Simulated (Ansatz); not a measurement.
**AlH₂O₂ radical: functionals against CCSD(T) at one geometry**

A test off equilibrium: a structure displaced at random from a GFN2-xTB minimum is computed at several levels, and each is set against CCSD(T).

The runs use Ansatz 0.2.0, Gaussian basis; single points in def2-TZVPP.

Correlated methods freeze the cores. Orbitals are unrestricted.

### 1 Starting geometry

SMILES `[O][AlH][OH]`, 5 atoms, charge 0, spin multiplicity 2.

Atoms are counted from 1 here; the program's logs count them from 0.

Bond lengths: O1–Al2 1.593 Å, Al2–O3 1.576 Å, Al2–H4 1.552 Å, O3–H5 0.967 Å. Angles: O1–Al2–O3 146.4°, O1–Al2–H4 108.9°, O3–Al2–H4 104.7°, Al2–O3–H5 179.4°.

Coordinates:

```
atom    x (Å)    y (Å)    z (Å)
  O1  -1.2606  -1.2307   1.0979
 Al2  -0.3616  -0.3215   0.1484
  O3   0.8514   0.6810   0.0553
  H4  -0.8756  -0.4544  -1.3095
  H5   1.5998   1.2904  -0.0085
```

### 2 CCSD(T)/def2-TZVPP

Input file run/in.yaml:

```yaml
crystal:
  periodic: [false, false, false]
  atoms:
    - {symbol: O, position_ang: [-1.260600, -1.230700, 1.097900]}
    - {symbol: Al, position_ang: [-0.361600, -0.321500, 0.148400]}
    - {symbol: O, position_ang: [0.851400, 0.681000, 0.055300]}
    - {symbol: H, position_ang: [-0.875600, -0.454400, -1.309500]}
    - {symbol: H, position_ang: [1.599800, 1.290400, -0.008500]}
basis:
  gaussian: {orbitals: def2-TZVPP}
magnetization: {spin_polarized: true, initial_magnetization: 1}
correlation: {method: ccsd_t}
scf: {omitted_lower_state_checks: [cluster_reference]}
output: {forces: true}
```

The command line of these runs was not kept.

### 3 PBE0-D4/def2-TZVPP

Changes to run/in.yaml since step 2:

```diff
@@ -11,4 +11,3 @@
 magnetization: {spin_polarized: true, initial_magnetization: 1}
-correlation: {method: ccsd_t}
-scf: {omitted_lower_state_checks: [cluster_reference]}
-output: {forces: true}
+hamiltonian: {xc: pbe0, dispersion: d4}
+output: {forces: true, orbitals: {seedname: orbitals}}
```

### 4 wB97M-V/def2-TZVPP

Changes to run/in.yaml since step 3:

```diff
@@ -11,3 +11,3 @@
 magnetization: {spin_polarized: true, initial_magnetization: 1}
-hamiltonian: {xc: pbe0, dispersion: d4}
-output: {forces: true, orbitals: {seedname: orbitals}}
+hamiltonian: {xc: {name: wB97M-V}}
+output: {forces: true}
```

### 5 r2SCAN-D4/def2-TZVPP

Changes to run/in.yaml since step 4:

```diff
@@ -11,3 +11,3 @@
 magnetization: {spin_polarized: true, initial_magnetization: 1}
-hamiltonian: {xc: {name: wB97M-V}}
+hamiltonian: {xc: r2scan, dispersion: d4}
 output: {forces: true}
```

### 6 PBE-D4/def2-TZVPP

Changes to run/in.yaml since step 5:

```diff
@@ -11,3 +11,3 @@
 magnetization: {spin_polarized: true, initial_magnetization: 1}
-hamiltonian: {xc: r2scan, dispersion: d4}
+hamiltonian: {xc: pbe, dispersion: d4}
 output: {forces: true}
```

### 7 BLYP-D4/def2-TZVPP

Changes to run/in.yaml since step 6:

```diff
@@ -11,3 +11,3 @@
 magnetization: {spin_polarized: true, initial_magnetization: 1}
-hamiltonian: {xc: pbe, dispersion: d4}
+hamiltonian: {xc: {name: BLYP}, dispersion: d4}
 output: {forces: true}
```

### 8 revPBE-D4/def2-TZVPP

Changes to run/in.yaml since step 7:

```diff
@@ -11,3 +11,3 @@
 magnetization: {spin_polarized: true, initial_magnetization: 1}
-hamiltonian: {xc: {name: BLYP}, dispersion: d4}
+hamiltonian: {xc: {name: revPBE}, dispersion: d4}
 output: {forces: true}
```

(Steps that only read results are left out.)

Before running it: what results should come out? Wanted: energy less free atoms, CCSD(T)/def2-TZVPP; RMS force component; RMS force error; HOMO and LUMO, PBE0-D4; T1 diagnostic.

**Answer**, as computed:

| quantity | value |
| --- | --- |
| energy less free atoms, CCSD(T)/def2-TZVPP | -1491.2 kJ/mol |
| RMS force component | 1.607 to 2.025 eV/Å over the methods |
| RMS force error | PBE0-D4 0.253, wB97M-V 0.113, r2SCAN-D4 0.371, PBE-D4 0.583, BLYP-D4 0.541, revPBE-D4 0.507 eV/Å |
| HOMO and LUMO, PBE0-D4 | -8.55 and -4.67 eV |
| T1 diagnostic | 0.024 |

**Reading.** Against CCSD(T) the functionals' energies less atoms differ by -80.4 to -22.1 kJ/mol, PBE-D4 by -80.4 kJ/mol. A larger basis would deepen the CCSD(T) value, while the functionals are nearly converged already, so the order here is not reliable. The forces of wB97M-V come nearest to CCSD(T), those of PBE-D4 are farthest. Frozen-core CCSD(T) forces in triple zeta carry basis errors of their own, and this is one geometry, so small gaps rank nothing.
